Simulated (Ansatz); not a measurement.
A plane-wave DFT run in Ansatz 0.2.0 (scalar-relativistic PAW potentials unless the input names others): input and command.

```yaml
crystal:
  lattice:
    - [0.0, 2.2063465159, 2.2063465159]
    - [2.2063465159, 0.0, 2.2063465159]
    - [2.2063465159, 2.2063465159, 0.0]
  atoms:
    - { symbol: Ti, position: [0.0, 0.0, 0.0] }
    - { symbol: C, position: [0.5, 0.5, 0.5] }
basis:
  ecutwfc: 500
kpoints:
  mp_grid: { grid: [16, 16, 16] }
hamiltonian:
  xc: r2scan
  hubbard: { sites: [{ species: Ti, l: d, u_eff: 20.0 }] }
scf:
  occupations: { method: gaussian, width: 0.1 }
  max_iter: 100
output:
  forces: true
  eigenvalues: true
  stress: true
```

```bash
ansatz run input.yaml --threads 1 --pin off --max-ram 2560MiB --backend cpu --events-out ev --progress --plain --runs-dir out
```

Abridged log:
```
Ti: projections on atomic orbitals take those of the free atom [Ne] 3s2 3p6 3d2 4s2, of charge +0.00 (hamiltonian.pseudopotentials.projection_atoms); the dataset's partial waves leave at most 4.1e-7 of an orbital's norm unspanned inside its sphere
C: projections on atomic orbitals take those of the free atom [He] 2s2 2p2, of charge +0.00 (hamiltonian.pseudopotentials.projection_atoms); the dataset's partial waves leave at most 3.7e-9 of an orbital's norm unspanned inside its sphere
Pseudopotentials: kind: paw
Pseudopotential: Ti, paw, valence charge 12, recommended cutoff 500 eV (meta_gga)
Pseudopotential: C, paw, valence charge 4, recommended cutoff 500 eV (meta_gga)
Functional definition: r2SCAN
Crystal: 2 atoms, lattice volume = 21.481 Å³
Basis set: ecut = 500 eV, 537 PW (Γ), exchange–correlation on 96×96×96 points (64 copies of the dense FFT grid, shifted against one another)
Bands: 12, of which v1, the nominal top of the filled ones, is band 8 counted from 1 (7 counted from 0)
Symmetry: 48 space group operations
Space group: Fm-3m (ITA 225), of the structure as read, at distance tolerance 2.8e-5 Å
k-points: 145 of 4096
Initial density: superposition of atomic densities (chi_scale 0.1, normalization cell, long waves kept (reshape's long-wave potential 0.00 eV rms))
Initial wavefunctions: pseudopotential atomic-orbital guess
Functional: x = r2scan, c = r2scan; τ floored in thin density (d = 2e-4 eV/Å³)
SCF iter   1: F=—  HF=-2747.232036 eV  |F-HF|=—  |Δ(HF+E_count)|=         —  Δρ=2.69e-1  dr2=2.13e1  dr2_τ=1.55e0  ethr=3.10e-3  ⟨swp⟩=4.3  Hψ=8541  notcnv=0
SCF iter   2: F=—  HF=-2741.697089 eV  |F-HF|=—  |Δ(HF+E_count)|=    5.53e0  Δρ=1.32e-1  dr2=3.41e0  dr2_τ=1.26e0  ethr=3.10e-3  ⟨swp⟩=4.1  Hψ=6025  notcnv=0  defer=1
SCF iter   3: F=—  HF=-2741.555411 eV  |F-HF|=—  |Δ(HF+E_count)|=   1.42e-1  Δρ=3.70e-2  dr2=1.58e-1  dr2_τ=5.65e-3  ethr=3.10e-3  ⟨swp⟩=4.3  Hψ=5341  notcnv=0  defer=2
SCF iter   4: F=—  HF=-2744.183518 eV  |F-HF|=—  |Δ(HF+E_count)|=    2.63e0  Δρ=1.74e-1  dr2=7.87e0  dr2_τ=2.53e-1  ethr=9.86e-4  ⟨swp⟩=4.2  Hψ=5907  notcnv=0  defer=3  recentre
SCF iter   5: F=—  HF=-2743.179188 eV  |F-HF|=—  |Δ(HF+E_count)|=    1.00e0  Δρ=9.06e-2  dr2=2.19e0  dr2_τ=7.09e-2  ethr=9.86e-4  ⟨swp⟩=3.1  Hψ=4748  notcnv=0  defer=6
SCF iter   6: F=—  HF=-2742.988698 eV  |F-HF|=—  |Δ(HF+E_count)|=   1.90e-1  Δρ=3.61e-2  dr2=3.01e-1  dr2_τ=4.92e-3  ethr=9.86e-4  ⟨swp⟩=3.8  Hψ=4835  notcnv=0  defer=5
SCF iter   7: F=—  HF=-2742.953264 eV  |F-HF|=—  |Δ(HF+E_count)|=   3.54e-2  Δρ=4.22e-3  dr2=5.43e-3  dr2_τ=5.58e-4  ethr=9.86e-4  ⟨swp⟩=3.4  Hψ=4640  notcnv=0  defer=4
SCF iter   8: F=—  HF=-2742.954667 eV  |F-HF|=—  |Δ(HF+E_count)|=   1.40e-3  Δρ=3.25e-3  dr2=3.09e-3  dr2_τ=6.89e-5  ethr=3.39e-5  ⟨swp⟩=2.1  Hψ=2734  notcnv=0  defer=4
SCF iter   9: F=—  HF=-2742.954447 eV  |F-HF|=—  |Δ(HF+E_count)|=   2.20e-4  Δρ=1.04e-3  dr2=2.96e-4  dr2_τ=4.55e-6  ethr=1.93e-5  ⟨swp⟩=1.2  Hψ=1846  notcnv=0  defer=4
SCF iter  10: F=—  HF=-2742.954402 eV  |F-HF|=—  |Δ(HF+E_count)|=   4.46e-5  Δρ=1.74e-4  dr2=7.69e-6  dr2_τ=2.40e-7  ethr=1.85e-6  ⟨swp⟩=2.0  Hψ=2263  notcnv=0  defer=3
SCF iter  11: F=—  HF=-2742.954402 eV  |F-HF|=—  |Δ(HF+E_count)|=   1.39e-7  Δρ=1.54e-5  dr2=5.39e-8  dr2_τ=2.65e-9  ethr=6.25e-10  ⟨swp⟩=6.2  Hψ=11411  notcnv=0
SCF iter  12: F=-2742.954402 eV  HF=-2742.954402 eV  |F-HF|=3.06e-10  |Δ(HF+E_count)|=   2.48e-8  Δρ=2.01e-6  dr2=8.38e-10  dr2_τ=3.65e-11  ethr=3.37e-10  ⟨swp⟩=2.9  Hψ=6716  notcnv=0
SCF 1 converged in 12 iterations: F = -2742.954402 eV  dr2 = 8.38e-10
SCF converged after 12 iterations
Free energy (F): -2742.954402 eV
Harris-Foulkes:  -2742.954402 eV  (|F-HF|=3.06e-10)
Internal energy: -2742.953950 eV  (E = F + TS)
E sigma→0 (E₀):  -2742.954176 eV
Entropy (-TS):   -0.000452 eV (-0.226 meV/atom)
Fermi energy:    16.021957 eV
--- Forces (eV/Å), atoms counted from 1 ---
  atom   1  Ti     0.00000000     0.00000000     0.00000000
  atom   2  C      0.00000000     0.00000000     0.00000000
--- Stress (GPa, compression-positive) ---
       31.359508       0.000000       0.000000
        0.000000      31.359508       0.000000
        0.000000       0.000000      31.359508
  P = ⅓ Tr σ = 31.3595 GPa (313.595 kbar)
Occupation matrices written to <dir>
```

Problem. What is wrong with this input?

Solution. The fault is an enormous or negative U (hamiltonian.hubbard: not typed → {"sites": [{"species": "Ti", "l": "d", "u_eff": 20.0}]}, the first being the value of the sound run). Setting it back cures it. The run converged all the same, with an energy at zero smearing 7.5 eV/atom above the reference's (the Hamiltonian itself differs), pressure 31.36 GPa, largest force 0.000 eV/Å, no gap on the mesh, so convergence alone doesn't show that an input is right. A reference run from the same start on usual settings converged with pressure -13.61 GPa, largest force 0.000 eV/Å, no gap on the mesh.

It took 9.6 s on 1 thread of Arm Neoverse V2, with other jobs on the host, peak memory 0.41 GiB.